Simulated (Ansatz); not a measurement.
# How far each method lies from full CI for NbH, quintet

Geometry: a point of a stretch scan, not a stationary point.

```xyz
2

Nb    0.0000    0.0000    0.0000
H     0.0000    0.0000    2.1040
```

Basis def2-TZVP with its core potentials; Ansatz 0.2.0. Only valence electrons are correlated (noble-gas cores frozen), which leaves 6 electrons in 42 orbitals. Prefix R: restricted or restricted open-shell reference; prefix U: unrestricted. Active spaces: pair = (6e, 6o) about the gap; valence = (6e, 7o) chosen from the atoms' valence shells. No spin–orbit coupling is included; scalar relativity enters through the core potentials alone. The metal's outer-core shells are frozen, which leaves out core–valence correlation.

Full CI is exact within this basis and frozen core; it isn't the basis-set limit. The frozen core follows each run's orbitals, which can shift R against U totals by a few meV for light atoms and by up to 0.1 eV past Ca.

For open shells CISD is restricted-active-space CI with the open shells as a complete middle space.

- UHF ⟨S²⟩: 6.033
- T1 diagnostic (RCCSD): 0.0649
- largest doubles amplitude (RCCSD): 0.060

| level | E − E(full CI) (kJ/mol) | share of correlation (%) | wall time |
| --- | --- | --- | --- |
| RHF | 209.5 | 0.00 | – |
| RMP2 | 55.1 | 73.69 | – |
| CISD | 13.8 | 93.40 | 3.7 s |
| RCCSD | 7.6 | 96.38 | – |
| RCCSD(T) | 2.0 | 99.03 | 9.5 s |
| RCCSDT | 0.0 | 100.00 | – |
| RCCSDT(Q) | -0.1 | 100.06 | 19 s |
| CASSCF (pair space) | 159.8 | 23.75 | – |
| NEVPT2 (pair space) | 53.2 | 74.61 | 4.5 s |
| MRCISD (pair space) | 8.6 | 95.87 | – |
| MRCISD+Q (pair space) | 2.1 | 99.00 | 4.9 s |
| CASSCF (valence space) | 159.1 | 24.06 | – |
| NEVPT2 (valence space) | 52.6 | 74.91 | 2.5 s |
| MRCISD (valence space) | 8.3 | 96.04 | – |
| MRCISD+Q (valence space) | 1.8 | 99.14 | 3.2 s |

The correlation energy at full CI, counted from RHF, is -2.172 eV. That run took 14 min on 1 thread of Intel Xeon, shared host over 8,946,172 determinants.

Run but not shown, since their state, orbitals or frozen core can't be matched to the reference's or they repeat it: UHF, UMP2, UCCSD, UCCSD(T), UCCSDT, UCCSDT(Q).

Times hold each run's SCF and search for its determinant on a shared host, so for small cases they say little of a method's own cost; they ran on 1 thread of Intel Xeon.

The full-CI state has the irrep A2 of C2v, in the program's axes (one component, if the state is degenerate).

Natural occupations of full CI about the gap: 1.914 0.989 0.986 0.986 0.982 0.059 0.011 0.011 0.010 0.008; effectively unpaired electrons, Σ n²(2−n)², 4.04.
